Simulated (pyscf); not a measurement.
Single points on ωB97X-D3(BJ)/def2-SVP structures (PySCF, gas phase).

### Question
What are the homolytic bond dissociation enthalpies (298 K) of `[Br][CH2][CH2][Br]` at ωB97M-D3(BJ)/def2-TZVP, weakest first?

### Answer
Br–C to Br• + •H₂C–CH₂–Br: 288.3 kJ/mol; C–C to •H₂C–Br + •H₂C–Br: 369.5 kJ/mol; C–H to Br–CH•–CH₂–Br + H•: 404.3 kJ/mol. Ring and multiple bonds, and those that leave no two simple radicals, are not listed. Other isomers of •H₂C–CH₂–Br, Br–CH•–CH₂–Br were not searched in full and may lie lower. Left out: the spin-orbit lowering of Br, which is large for Br, Se, Te and I. Elements up to Kr have no core potential and no relativistic terms here.
